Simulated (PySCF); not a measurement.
PySCF input file for AlF₃, SMILES [Al]([F])([F])[F], TPSSh-D3(BJ)/def2-TZVP. Geometry optimised at TPSSh-D3(BJ)/def2-TZVP. The isomer is the one that the SMILES or the coordinates give; other isomers of the formula were not compared.

```python
import numpy as np
from pyscf import gto, scf, dft, df
from pyscf.hessian import thermo

mol = gto.M(
    atom='''
    Al    0.00000000    0.00000000    0.00000000
    F    -1.63660961    0.00000000    0.00000000
    F     0.81830480    1.41734550    0.00000000
    F     0.81830480   -1.41734550    0.00000000
    ''',
    basis='def2-TZVP',
    charge=0,
    spin=0,
    max_memory=1600,
    verbose=3,
)
mf = dft.RKS(mol, xc='tpssh').density_fit(auxbasis='def2-universal-jkfit')
mf.disp = 'd3bj'
mf.grids.level = 4
mf.conv_tol = 1e-11
mf.max_cycle = 100
mf.kernel()

# [left out here: the lines that compute and print the analytic Hessian (its translational invariance restored by hand, since the grid's response is missing), thermochemistry and intensities]
```

It prints:

```
converged SCF energy = -542.328557424899

WARN: MGGA Hessian is sensitive to dft grids. grids.level 4 may not be dense enough.


WARN: DFTD3 does not support analytical Hessian, using finite difference


WARN: Mole.unit (angstrom) is changed to Bohr

Mode                                 0                   1                   2
Irrep
Freq [cm^-1]                      240.0544            240.0854            290.7099
Reduced mass [au]                  19.8928             19.8928             23.7721
Force const [Dyne/A]                0.6754              0.6756              1.1837
Char temp [K]                     345.3849            345.4295            418.2668
Normal mode                   x     y     z       x     y     z       x     y     z
       0  Al                 0.00  0.08 -0.00    0.08 -0.00 -0.00   -0.00 -0.00 -0.16
       1   F                 0.00 -0.15  0.00    0.08  0.00  0.00    0.00  0.00  0.08
       2   F                 0.10  0.02  0.00   -0.09  0.10  0.00    0.00 -0.00  0.08
       3   F                -0.10  0.02  0.00   -0.09 -0.10  0.00    0.00  0.00  0.08
Mode                                 3                   4                   5
Irrep
Freq [cm^-1]                      683.0547            945.0010            945.0101
Reduced mass [au]                  18.9984             22.5059             22.5059
Force const [Dyne/A]                5.2225             11.8416             11.8419
Char temp [K]                     982.7636           1359.6461           1359.6592
Normal mode                   x     y     z       x     y     z       x     y     z
       0  Al                -0.00  0.00  0.00    0.14  0.00 -0.00    0.00 -0.14  0.00
       1   F                 0.13 -0.00 -0.00   -0.13 -0.00  0.00   -0.00  0.00 -0.00
       2   F                -0.07 -0.11 -0.00   -0.03 -0.05  0.00    0.05  0.10 -0.00
       3   F                -0.07  0.11 -0.00   -0.03  0.05  0.00   -0.05  0.10 -0.00
temperature 298.1500 [K]
pressure 101325.00 [Pa]
Rotational constants [GHz] 6.62092 6.62092 3.31046
Symmetry number 6
Zero-point energy (ZPE) 0.00762 [Eh]   20001.057 [J/mol]
                           tot       elec      trans        rot        vib
Entropy [J/mol/K]       278.150      0.000    164.002     90.572     23.576
Cv [J/mol/K]             54.207      0.000     12.472     12.472     29.263
Cp [J/mol/K]             62.521      0.000     20.786     12.472     29.263
Internal energy [J/mol]                      3718.434   3718.434  24316.658
Internal energy [Eh]   -542.31646  -542.32856
Enthalpy [J/mol]                             6197.391   3718.434  24316.658
Enthalpy [Eh]          -542.31552
Gibbs free energy [J/mol]                  -42699.848 -23285.552  17287.595
Gibbs free energy [Eh] -542.34711
mode   freq/cm-1   IR/(km/mol)
   1      240.05        32.726
   2      240.09        32.719
   3      290.71       134.953
   4      683.05         0.000
   5      945.00       183.166
   6      945.01       183.194
max |gradient| / (hartree/bohr): 7.444959858062474e-05
APT charges: [ 1.8675 -0.6225 -0.6225 -0.6225]
```

Self-consistency was reached.

Cost: around 4 core-minutes (rough).
